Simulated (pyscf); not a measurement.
O=SnH–OH + H₂O → O=Sn(OH)–OH + H₂, a four-centre exchange (singlet surface; H–Sn, H–O broken, O–Sn, H–H formed). Single points on ωB97X-D3(BJ)/def2-SVP structures (PySCF, gas phase). Energies in kJ/mol from the separated reactants.

Small-basis levels: PySCF, no dispersion term, spherical d functions. AM1 to PM7: differences of heats of formation from MOPAC, which are fitted to 298 K values and so differ in kind from electronic energies by zero-point and thermal terms. Cost: rough CPU time at the saddle relative to B3LYP/6-31G*+LANL2DZ, from one job on a shared machine.

```csv
level,barrier,reaction energy,cost
HF/6-31G*+LANL2DZ,135.1,-24.4,0.1
PBE/6-31G*+LANL2DZ,50.3,-39.8,1
B3LYP/LANL2DZ,58.4,-45.8,0.8
B3LYP/6-311+G**+LANL2DZ,97.9,-2.2,2
PBE/def2-SVP,58.8,-1.7,3
B3LYP/def2-SVP,83.5,+2.0,1
AM1,116.6,+15.0,under 0.02
PM3,127.1,-102.4,under 0.02
PM7,37.3,-112.5,under 0.02
ωB97M-D3(BJ)/def2-TZVP,94.1,-2.6,–
```

Against the last row the barrier runs from -56.7 (PM7) to +41.0 kJ/mol (HF/6-31G*+LANL2DZ). ωB97M-D3(BJ)/def2-TZVP has limits of its own. On the reactant side the descent ends in an adduct with a O–Sn contact, 68.6 kJ/mol under the separated species and 155.8 kJ/mol under the saddle at ωB97X-D3(BJ)/def2-TZVP. What is counted as formed (O–Sn) is already present as a longer contact in the reactant adduct; forming that adduct is a step of its own. At the saddle there is also a short H–Sn contact that neither side keeps. O=SnH–OH lies 275.0 kJ/mol over its isomer HO–Sn:–OH [singlet] (electronic energy, ωB97M-D3(BJ)/def2-TZVP). This is the saddle that the search found; another between the same sides may lie lower. In the def2 sets elements past Kr carry core potentials, without spin-orbit coupling.
